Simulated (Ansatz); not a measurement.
# Trigonal Se

Computed with RPBE (Ansatz, a program for electronic structure, PAW).

Run with plane-wave cutoff 520 eV, 12×12×8 k mesh (along the axes of the cell as run), Fermi–Dirac smearing 0.01 eV, scalar-relativistic PAW data made under PBE.

Cell: measured lattice: a = b = 4.3660 Å, c = 4.9540 Å, α = β = 90.00°, γ = 120.00°.

```yaml
band_gap: 1.07 eV (indirect)
smallest_direct_gap_on_the_k_points_sampled: 1.31 eV
"Γ–Γ gap": 2.36 eV
```

Note: cell and atoms aren't relaxed at this level (largest force component 0.42 eV/Å, pressure 4.6 GPa).

Spin–orbit coupling is not included.

Static lattice: no zero-point or thermal effects.

The result took roughly 40 core-seconds.
